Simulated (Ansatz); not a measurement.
## Worked example: correlation energy of Si–AlH$_{2}$, quartet

Geometry: a PBE0/def2-TZVP stationary point for this spin, not checked as a minimum.

```xyz
4

Si    0.0000    0.0000    1.2493
Al    0.0000    0.0000   -1.1594
H     0.0000    1.4055   -1.8880
H     0.0000   -1.4055   -1.8880
```

Basis 6-31G; Ansatz 0.2.0. Correlated methods freeze the noble-gas cores, which leaves 9 electrons in 20 orbitals. Prefix R: restricted or restricted open-shell reference; prefix U: unrestricted.

Full CI is exact within this basis and frozen core; it isn't the basis-set limit. The frozen core follows each run's orbitals, which can shift R against U totals by a few meV.

UCCSD has a T1 diagnostic of 0.024 and a largest doubles amplitude of 0.06.

Runs differ by some tens of microhartree through their thresholds and, for an open shell, their frozen cores, so the step to full CI, which has another core, is uncertain by up to 0.1 kcal/mol.

| level | total energy (hartree) |
| --- | --- |
| UHF | -531.866113 |
| UMP2 | -531.918065 |
| UCCSD | -531.940264 |
| UCCSD(T) | -531.941714 |
| UCCSDT | -531.942406 |
| UCCSDT(Q) | -531.942467 |
| full CI | -531.942480 |

Task: What is the correlation energy at full CI, and what share of it do UMP2 and UCCSD recover?

Result: E(corr) = -531.942480 − (-531.866113) = -0.076367 hartree = -2.078 eV. UMP2: -0.051952 / -0.076367 = 68.03 %. UCCSD: -0.074151 / -0.076367 = 97.10 %.

Task: By how many kcal/mol does UCCSD(T) miss full CI (1 hartree = 627.509 kcal/mol), and which steps make up the rest?

Result: -531.941714 − (-531.942480) = 0.000766 hartree = 0.48 kcal/mol. Steps: UCCSDT − UCCSD(T) = -0.43, UCCSDT(Q) − UCCSDT = -0.04, full CI − UCCSDT(Q) = -0.01 kcal/mol. That is within 1 kcal/mol of the reference in this basis, which itself misses far more of the correlation at the basis-set limit.
